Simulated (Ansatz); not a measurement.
**doublet H₂S(+): levels of theory in one basis**

```yaml
atoms:
  - { symbol: H, position_ang: [0.0000, 0.3381, -1.0779] }
  - { symbol: S, position_ang: [0.0000, -0.6762, 0.0000] }
  - { symbol: H, position_ang: [0.0000, 0.3381, 1.0779] }
```

Basis set: def2-SVP (spherical functions). Correlated methods keep 5 orbitals frozen. Correlation on ROHF uses semicanonical orbitals with singles. Charge 1, multiplicity 2.

Computed with Ansatz (development build ahead of 0.2.0); each method stands on the lowest determinant of its kind that the runs found.

```json
{"method": "ROHF", "E − E(ROHF) (eV)": "0.00", "<S²> of the determinant": "0.75"}
{"method": "UHF", "E − E(ROHF) (eV)": "-0.14", "<S²> of the determinant": "0.76"}
{"method": "ROHF-MP2", "E − E(ROHF) (eV)": "-3.35", "<S²> of the determinant": "–"}
{"method": "UHF-MP2", "E − E(ROHF) (eV)": "-3.34", "<S²> of the determinant": "0.76"}
```

(1) What does ROHF-CCSD(T) give on the same scale?

(2) Is a single determinant a sound starting point here?

Answers

(1) -4.14 eV.

(2) By this sign, yes. Unrestricted orbitals gain 0.14 eV and <S²> is 0.76 against 0.75 for a pure state.
